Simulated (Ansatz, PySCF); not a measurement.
This Ansatz (a quantum-chemistry and plane-wave program) input computes a BLYP/def2-TZVPD energy:

Ansatz 0.2 input:
```yaml
crystal:
  periodic: [false, false, false]
  atoms:
    - {symbol: C, position_ang: [0.00208896, 0.11076286, 0.56554208]}
    - {symbol: C, position_ang: [0.00769666, 1.29361937, -0.33312299]}
    - {symbol: C, position_ang: [-0.00859851, -1.22977573, -0.19896260]}
    - {symbol: H, position_ang: [-0.87541578, 0.14180117, 1.21884811]}
    - {symbol: H, position_ang: [0.88120435, 0.13115753, 1.21648066]}
    - {symbol: H, position_ang: [-0.01458955, -2.07109408, 0.49776324]}
    - {symbol: H, position_ang: [0.93564434, 1.69815158, -0.71482722]}
    - {symbol: H, position_ang: [-0.91438724, 1.68006178, -0.74684719]}
    - {symbol: H, position_ang: [-0.89180820, -1.30714854, -0.83534718]}
    - {symbol: H, position_ang: [0.87222938, -1.32056836, -0.83680937]}
basis:
  gaussian:
    orbitals: def2-TZVPD
hamiltonian:
  xc: {name: BLYP}
magnetization: {spin_polarized: true, initial_magnetization: 1}
output: {forces: true}
```

Question: Write an input for the same energy in PySCF and say what it gives.

Answer: 
```python
from pyscf import gto, scf, dft

mol = gto.M(
    atom='''
    C     0.00208896    0.11076286    0.56554208
    C     0.00769666    1.29361937   -0.33312299
    C    -0.00859851   -1.22977573   -0.19896260
    H    -0.87541578    0.14180117    1.21884811
    H     0.88120435    0.13115753    1.21648066
    H    -0.01458955   -2.07109408    0.49776324
    H     0.93564434    1.69815158   -0.71482722
    H    -0.91438724    1.68006178   -0.74684719
    H    -0.89180820   -1.30714854   -0.83534718
    H     0.87222938   -1.32056836   -0.83680937
    ''',
    basis='def2-tzvpd',
    charge=0,
    spin=1,
    verbose=4,
)

mf = dft.UKS(mol, xc='blyp').density_fit(auxbasis='def2-universal-jkfit')
mf.grids.level = 3
mf.conv_tol = 1e-9
mf.max_cycle = 100
mf.max_memory = 1500
mf.kernel()
if not mf.converged:
    mf = mf.newton()
    mf.kernel(mf.make_rdm1())
for _ in range(2):
    mo, _, stable, _ = mf.stability(return_status=True)
    if stable:
        break
    mf.kernel(mf.make_rdm1(mo, mf.mo_occ))
mf.analyze()
```
It gives -118.43633 Eh, and Ansatz -118.43620 Eh, a difference of 0.13 mEh, from the treatment of integrals and grids.

It need not be the lowest isomer of its formula.
